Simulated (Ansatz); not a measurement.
Species, as SMILES: [Al]([Cl])[Cl], doublet.
Atoms: Al1, Cl2, Cl3. Bonds: Al1-Cl2, Al1-Cl3.

Basis-set convergence of the highest harmonic wavenumber at MP2 with Ansatz (an electronic-structure program). Each level at its own minimum, finite differences of forces, unscaled; the reference is a large set that could be run, not a limit. Cartesian d functions, on some or all atoms, in 6-311G**, 6-311+G**; all else is spherical. Cores are frozen. Open shells are unrestricted. No added dispersion term, no relativity. Reference: the value in aug-cc-pV(T+d)Z, 579 cm⁻¹, itself unsure by roughly 3 cm⁻¹ (its distance from def2-TZVPPD). Deviations are taken from unrounded values.

```json
[
 {"basis": "cc-pV(D+d)Z", "functions": "69", "highest harmonic wavenumber (cm⁻¹)": "584"},
 {"basis": "aug-cc-pV(D+d)Z", "functions": "96", "highest harmonic wavenumber (cm⁻¹)": "559"},
 {"basis": "6-311G**", "functions": "81", "highest harmonic wavenumber (cm⁻¹)": "595"},
 {"basis": "6-311+G**", "functions": "93", "highest harmonic wavenumber (cm⁻¹)": "596"},
 {"basis": "cc-pV(T+d)Z", "functions": "117", "highest harmonic wavenumber (cm⁻¹)": "585"},
 {"basis": "aug-cc-pV(T+d)Z", "functions": "165", "highest harmonic wavenumber (cm⁻¹)": "579"},
 {"basis": "def2-TZVPP", "functions": "126", "highest harmonic wavenumber (cm⁻¹)": "586"},
 {"basis": "def2-TZVPPD", "functions": "150", "highest harmonic wavenumber (cm⁻¹)": "582"}
]
```

What the diffuse functions change, pair by pair:
- cc-pV(D+d)Z to aug-cc-pV(D+d)Z: 27 more functions, deviation 5 to -21 cm⁻¹
- 6-311G** to 6-311+G**: 12 more functions, deviation 16 to 17 cm⁻¹
- cc-pV(T+d)Z to aug-cc-pV(T+d)Z: 48 more functions, deviation 6 to 0 cm⁻¹
- def2-TZVPP to def2-TZVPPD: 24 more functions, deviation 6 to 3 cm⁻¹

Leaving out the reference's own pair, they bring the value nearer the reference by more than 3 cm⁻¹ in 1 of 3 pairs.
